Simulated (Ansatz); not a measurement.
C3H5NO can be A, `COC=C=N`, or B, `N#CCCO`.

Gas-phase electronic energies from Ansatz, PBE0-D4/def2-TZVP geometries. CBS: MP2 limit from def2 TZ/QZ plus the TZ coupled-cluster correction, frozen cores. Functionals use def2-TZVPP. B3LYP here is the variant with VWN-RPA as its local correlation; programs differ in this. One conformer a species, not always the lowest.

(1) Which is lower in electronic energy at CCSD(T)/CBS, and by how much? (An estimate is asked.)

(2) Give E(B) − E(A) in kcal/mol with HF/def2-TZVPP, ωB97M-V, CCSD(T)/def2-SVP, PBE-D4, r2SCAN-D4, B3LYP-D4, BLYP-D4. (An estimate is asked.)

(3) Does the order hold for the free energy at 298.15 K (harmonic terms from PBE0-D4)? (An estimate is asked.)

Largest T1 diagnostic: 0.014.

Results:

(1) Computed: B, by 43.5 kcal/mol.

(2) Computed: HF/def2-TZVPP -45.4, ωB97M-V -40.6, CCSD(T)/def2-SVP -43.8, PBE-D4 -34.2, r2SCAN-D4 -36.6, B3LYP-D4 -36.7, BLYP-D4 -34.1. None reverses the order clearly.

(3) Ansatz gave: Yes: G(B) − G(A) = -42.1 kcal/mol, for one conformer each.

From PBE to PBE0 (25 % exact exchange), in def2-TZVPP and without D4, E(B) − E(A) moves by −3.4 kcal/mol. Leaving LDA and LC-ωPBE aside and taking each functional with its dispersion term where it has one, the values, not all of them listed here, spread over 9.0 kcal/mol, from PBE-QIDH to BLYP-D4. LDA lies +2.8 kcal/mol from PBE without D4.
